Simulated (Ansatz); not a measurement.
**BH₃O (triplet): from Hartree-Fock to the top rungs at distance B1–H4 along a hydrogen transfer = 1.366 Å, cc-pVDZ**

Aim: climb from Hartree-Fock through coupled cluster and multireference methods for BH₃O (triplet) at one geometry and basis, and see what each rung misses.

Computed with Ansatz 0.2.0, Gaussian basis. Level: cc-pVDZ, core rule «outside noble gas», up to 2 orbitals frozen.

To be run: UHF; CCSD(T) on ROHF; CCSD(T) on UHF; BCCD(T) on ROHF; CISD; CCSDT(Q) on ROHF; CCSDT(Q) on UHF; CASSCF and MRCISD+Q, 4 electrons in 4 orbitals; CASSCF and NEVPT2, 4 electrons in 4 orbitals.

17 further runs of the same task are left out: 8 for a known fault of the program, 1 for a mislabelled method, 8 that didn't finish.

## (1) What is computed

The geometry derives from fragments relaxed apart (PBE0/def2-TZVP) and kept rigid, so it is no stationary point. A hydrogen atom is moved between rigid fragments.

5 atoms, charge 0, spin multiplicity 3.

Atoms are counted from 1 here; the program's logs count them from 0.

Bond lengths: B1–H2 1.193 Å, B1–H3 1.193 Å, B1–H4 1.366 Å. Angles: H2–B1–H3 120.0°, H2–B1–H4 120.0°, H3–B1–H4 120.0°.

## (2) UHF

Input file in.yaml:

```yaml
crystal:
  periodic: [false, false, false]
  atoms:
    - {symbol: B, position_ang: [-1.501505, 0.000000, 0.000000]}
    - {symbol: H, position_ang: [-2.098238, 1.033571, 0.000000]}
    - {symbol: H, position_ang: [-2.098238, -1.033571, 0.000000]}
    - {symbol: H, position_ang: [-0.135505, 0.000000, 0.000000]}
    - {symbol: O, position_ang: [1.287495, 0.000000, 0.000000]}
basis:
  gaussian: {orbitals: cc-pVDZ}
magnetization: {spin_polarized: true, initial_magnetization: 2}
hamiltonian: {xc: hf}
output: {orbitals: {seedname: orbitals}}
```

Command:

```bash
$ ansatz run in.yaml --threads 1 --pin off --events-out ev --progress --plain --max-ram 2393MiB
```

The runs that follow: CCSD(T) on ROHF; CCSD(T) on UHF; BCCD(T) on ROHF; CISD; CCSDT(Q) on ROHF; CCSDT(Q) on UHF; CASSCF and MRCISD+Q, 4 electrons in 4 orbitals; CASSCF and NEVPT2, 4 electrons in 4 orbitals.

**Question.** What will the summary of the whole plan be? Wanted: UCCSDT(Q) below the RHF energy; RMP2 from UCCSDT(Q); UMP2 from UCCSDT(Q); RCCSD from UCCSDT(Q); RCCSD(T) from UCCSDT(Q); UCCSD(T) from UCCSDT(Q); RCCSDT(Q) from UCCSDT(Q); NEVPT2 pair from UCCSDT(Q); T1 diagnostic.

**Answer**, as computed:

| quantity | value |
| --- | --- |
| UCCSDT(Q) below the RHF energy | -7.1746 eV |
| RMP2 from UCCSDT(Q) | +29.56 kcal/mol |
| UMP2 from UCCSDT(Q) | +28.80 kcal/mol |
| RCCSD from UCCSDT(Q) | +3.15 kcal/mol |
| RCCSD(T) from UCCSDT(Q) | +0.68 kcal/mol |
| UCCSD(T) from UCCSDT(Q) | +0.66 kcal/mol |
| RCCSDT(Q) from UCCSDT(Q) | +0.03 kcal/mol |
| NEVPT2 pair from UCCSDT(Q) | +26.55 kcal/mol |
| levels within 1 kcal/mol (43 meV) | RCCSD(T), UCCSD(T), BCCD(T), RCCSDT, UCCSDT, RCCSDT(Q) |
| T1 diagnostic | 0.032 |

What this shows: RCCSD(T) lands +0.68 kcal/mol from the yardstick (0.4 % of the correlation energy). These misses are within one basis, not against nature; the frozen cores of restricted and unrestricted runs differ, which can shift their rows.
